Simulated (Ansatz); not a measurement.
```yaml
crystal:
  periodic: [false, false, false]
  atoms:
    - {symbol: F, position_ang: [0.761838, -1.649657, 0.114361]}
    - {symbol: C, position_ang: [-0.077984, -0.653008, 0.230268]}
    - {symbol: F, position_ang: [-1.165079, -0.985585, 0.874731]}
    - {symbol: C, position_ang: [0.156323, 0.556503, -0.255053]}
    - {symbol: F, position_ang: [1.286172, 0.811853, -0.897137]}
    - {symbol: Cl, position_ang: [-0.919271, 1.855895, -0.113370]}
basis:
  gaussian: {orbitals: "6-31G*"}
total_charge: 3
magnetization: {spin_polarized: true, initial_magnetization: 1}
hamiltonian: {xc: {name: CAM-B3LYP}, dispersion: d3bjatm}
```

```sh
$ ansatz run in.yaml --threads 2 --pin off --events-out ev --progress --plain --max-ram 32768MiB --backend cpu
```

Output, abridged:

```
Functional definition: CAM-B3LYP
832 factors; integrals over basis functions are off by at most 8.3e-4 eV
185 factors; integrals over basis functions are off by at most 9.9e-6 eV
mean field evaluation 1: about -22650.6563 eV, gradient 8.9e1 eV
mean field evaluation 2: about -22411.9736 eV, gradient 2.2e2 eV
mean field evaluation 4: about -22685.4049 eV, gradient 2.8e1 eV
mean field evaluation 8: about -22687.9719 eV, gradient 7.0e-1 eV
mean field evaluation 16: about -22688.1351 eV, gradient 3.4e-2 eV
mean field evaluation 32: about -22688.1352 eV, gradient 3.6e-5 eV
mean field -22688.13522344 eV, -833.7735908911 hartree, gradient 1.3e-5 eV, S^2 0.757661; 2 other end points of the search recorded, 0 dependent functions left out
reference -22688.13529833 eV, -833.7735936431 hartree; 27, 26 occupied and 67, 68 virtual orbitals, 832 factors
Total energy: -22688.22344358 eV, -833.7768329213 hartree
```

(1) What is wrong with this run?

Answers

(1) The charge is far from anything that the molecule holds. Self-consistency was reached. The result belongs to that input, not to the molecule as meant.
